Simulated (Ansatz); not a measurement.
# CH3FS2: small, medium and large basis sets

How large a basis does CH3FS2 need? Two functionals are run in growing sets.

The runs use Ansatz 0.2.0, Gaussian basis; one geometry, several basis sets.

Levels to be run: PBE0-D4/def2-SVP; ωB97M-V/def2-SVP; PBE0-D4/def2-QZVPP; ωB97M-V/def2-QZVPP; the functionals' def2-TZVPP values are taken from earlier runs.

## (1) Structure used throughout

The geometry comes from an earlier relaxation with PBE0-D4 in a triple-zeta def2 set; it is a stationary point, not always the lowest conformer.

7 atoms, charge 0, spin multiplicity 1.

Atoms are counted from 1 here; the program's logs count them from 0.

Bond lengths: F1–C2 1.372 Å, C2–S3 1.789 Å, C2–H5 1.095 Å, C2–H6 1.091 Å, S3–S4 2.041 Å, S4–H7 1.347 Å. Angles: F1–C2–S3 112.8°, F1–C2–H5 108.8°, F1–C2–H6 108.5°, S3–C2–H5 105.9°, S3–C2–H6 110.0°, H5–C2–H6 111.0°, C2–S3–S4 102.6°, S3–S4–H7 98.4°.

## (2) PBE0-D4 in def2-SVP

in.yaml

```yaml
crystal:
  periodic: [false, false, false]
  atoms:
    - {symbol: F, position_ang: [-1.278126, -0.169882, 0.990962]}
    - {symbol: C, position_ang: [-0.593073, 0.710728, 0.191750]}
    - {symbol: S, position_ang: [0.117643, -0.072849, -1.251290]}
    - {symbol: S, position_ang: [1.756503, -1.016105, -0.484233]}
    - {symbol: H, position_ang: [-1.295034, 1.459539, -0.189187]}
    - {symbol: H, position_ang: [0.192865, 1.178385, 0.786540]}
    - {symbol: H, position_ang: [1.160522, -2.157816, -0.090440]}
basis:
  gaussian: {orbitals: def2-SVP}
hamiltonian: {xc: pbe0, dispersion: d4}
output: {orbitals: {seedname: orbitals}}
```

Launch:

```
$ ansatz run in.yaml --threads 2 --pin off --events-out ev --progress --plain --max-ram 4352MiB
```

Further steps of the session: ωB97M-V in def2-SVP; PBE0-D4 in def2-QZVPP; ωB97M-V in def2-QZVPP.

Q: Predict the results of all the runs planned. Wanted: PBE0-D4: double and triple zeta above quadruple; ωB97M-V: double and triple zeta above quadruple.

The runs gave:

```
                                       quantity           value
PBE0-D4: double and triple zeta above quadruple  13.25, 0.87 eV
ωB97M-V: double and triple zeta above quadruple  13.29, 0.84 eV
```

**Reading.** For PBE0-D4 the step from double to triple zeta gains 12.38 eV and the next only 0.87 eV. Total energies overstate the basis error of differences, where much of it tends to cancel. The LUMO of ωB97M-V is positive and keeps falling with the basis (1.71 to 0.99 eV): an unbound level that the basis holds in place.
